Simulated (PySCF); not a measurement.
Process, species as SMILES: C(F)F + 2 [H][H] (H2) → C (CH4) + 2 F (HF)
B3LYP-D3(BJ)/def2-TZVP geometries, fixed; electronic energies without zero-point terms.
Largest species:
```
C
F 1 1.3618
F 1 1.3618 2 108.56
H 1 1.0913 2 108.69 3 -118.06
H 1 1.0913 4 113.42 3 -121.01
```
Charge 0, spin multiplicity 1.

Effect of the grid level at PBE0/aug-cc-pVTZ with PySCF, against the last row, where the energy of full hydrogenation is -45.97 kcal/mol. Cost is core time over that of grids.level: 0, rough, on shared machines of one kind.

```
setting         grid points, largest species  largest shift of a total energy (mEh)  shift of the energy of full hydrogenation (kcal/mol)  cost
--------------  ----------------------------  -------------------------------------  ----------------------------------------------------  ----
grids.level: 0                          4504                                 -2.658                                                -5.802    1×
grids.level: 1                         20728                                  0.071                                                -0.095    1×
grids.level: 2                         45160                                  0.010                                                -0.007    2×
grids.level: 3                         62264                                  0.011                                                -0.009    3×
grids.level: 4                        117696                                 -0.001                                                 0.001    4×
grids.level: 5                        177816                                  0.000                                                 0.000    5×
grids.level: 7                        364832                                  0.000                                                 0.000    8×
```

Within 0.3 kcal/mol in the energy of full hydrogenation: grids.level: 1; grids.level: 2; grids.level: 3; grids.level: 4; grids.level: 5. The largest shift is 2.658 mEh in a total energy and 5.802 kcal/mol in the difference.
